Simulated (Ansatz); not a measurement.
Stepwise reaction of `SBS` with hydrogen, as a gas-phase model of exchange steps in deposition or etching. ΔE in kJ/mol; ΔG adds harmonic PBE0-D4 terms to CCSD(T)/CBS, at 1 bar.

Computed with Ansatz on PBE0-D4/def2-TZVP structures; ΔE is electronic, products minus reactants. CBS: MP2 limit from def2 TZ/QZ plus the TZ coupled-cluster correction, frozen cores. This one scheme is used for every species. Functionals use def2-TZVPP. B3LYP here is the variant with VWN-RPA as its local correlation; programs differ in this. Each species was taken in one conformer, which may not be the lowest.

```tsv
step	reaction	PBE-D4	B3LYP-D4	ωB97M-V	CCSD(T)/CBS	ΔG(500 K)
1	`SBS` + H₂ → `BS` + H₂S	64.6	54.3	52.7	54.3	43.8
```

Task: Give the row of step 2, `BS` + H₂ → BH₃ + H₂S. (An estimate is asked.)

Result: The calculation gave: 
| step | reaction | PBE-D4 | B3LYP-D4 | ωB97M-V | CCSD(T)/CBS | ΔG(500 K) |
| --- | --- | --- | --- | --- | --- | --- |
| 2 | `BS` + H₂ → BH₃ + H₂S | 101.6 | 86.7 | 85.7 | 85.7 | 79.9 |

Task: By hand: ΔE of the 2 steps together at CCSD(T)/CBS.

Result: (54.3) + (85.7) = 140.0 kJ/mol, or 70.0 kJ/mol a step.

In ΔE each step is higher than the one before. All are uphill at CCSD(T)/CBS. ΔG lies between 43.8 and 79.9 kJ/mol a step. PBE-D4 differs from CCSD(T)/CBS by 10.3 to 15.9 kJ/mol a step. Isolated molecules leave out the surface, adducts and barriers. Largest T1 diagnostic: 0.015.
